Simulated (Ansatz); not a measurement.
# Zr (model structure, started from the diamond type, Fd-3m, No. 227, 2 atoms in the cell)

Computed with PBEsol (Ansatz, a program for electronic structure, plane waves, PAW).

Numerical settings: plane-wave cutoff 500 eV, 20×20×20 k mesh, Fermi–Dirac smearing 0.1 eV, scalar-relativistic PAW data made under PBE.

Cell (relaxed at this level):

Space group Fd-3m, origin choice 1 (No. 227); a = b = c = 6.1421 Å, α = β = γ = 90.00°

| atom | site | symmetry | x | y | z |
|---|---|---|---|---|---|
| Zr | 8a | -43m | 0.0000 | 0.0000 | 0.0000 |
(The calculation used a cell of 2 atoms; values per cell refer to that cell.)

For Zr (model structure, started from the diamond type, Fd-3m, No. 227, 2 atoms in the cell), the band gap is none.

Note: the relaxation could raise the start's symmetry but not lower it, so the cell can be a saddle point.

Spin–orbit coupling is not included.

Computed values are for the static lattice.

Cost on a shared machine: roughly 100 core-seconds.

A model structure was made by putting elements into a prototype or built by hand; it is no filed structure, need not be a known phase, and can be a saddle point held by its symmetry.
